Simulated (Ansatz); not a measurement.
**How the lattice constant a of Zr (model structure, started from the simple cubic type, Pm-3m, No. 221, 1 atom in the cell) moves with the method**

No measured value is used here.

```csv
level (code),value (Å)
PBE (Ansatz),2.916
PBEsol (Ansatz),2.867
PBE-D3(BJ) (Ansatz),___
r²SCAN (Ansatz),2.908
```

**Question.** Fill in the missing entries.

**Answer.** 
- PBE-D3(BJ) (Ansatz, a first-principles code), value (Å): 2.869

Ansatz's density-functional and Hartree–Fock values are scalar-relativistic unless marked +SOC, with PAW data made under PBE.

A model structure was made by putting elements into a prototype or built by hand; it is no filed structure, need not be a known phase, and can be a saddle point held by its symmetry.
